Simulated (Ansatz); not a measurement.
F4 (charge +1), doublet: energies of several shapes or isomers

Program: Ansatz, Gaussian basis, development build; BCCD by scripts on PySCF. Basis cc-pVDZ, 4 core orbitals frozen, nonrelativistic. Single-reference values can break down or jump between states where bonds are stretched.

Case A. A bond is stretched, to 1.24 times the sum of the covalent radii.

```xyz
4

F     0.0000    0.7060    0.0000
F     0.0000   -0.7060    0.0000
F     0.0000    0.7060    3.0000
F     0.0000   -0.7060    3.0000
```

Case B. A bond is stretched, to 1.24 times the sum of the covalent radii.

```
atom   x (Å)    y (Å)   z (Å)
   F  0.0000   0.7060  0.0000
   F  0.0000  -0.7060  0.0000
   F  0.0000   0.7060  6.0000
   F  0.0000  -0.7060  6.0000
```

Energy less that of case A, in eV:

| case | RCCSD(T) | RBCCD(T) | UBCCD(T) |
| --- | --- | --- | --- |
| B | +0.200 | +0.204 | +0.202 |

Question: Give the UCCSD(T) energies against case A.

Answer: B: +0.238 eV (5.5 kcal/mol).
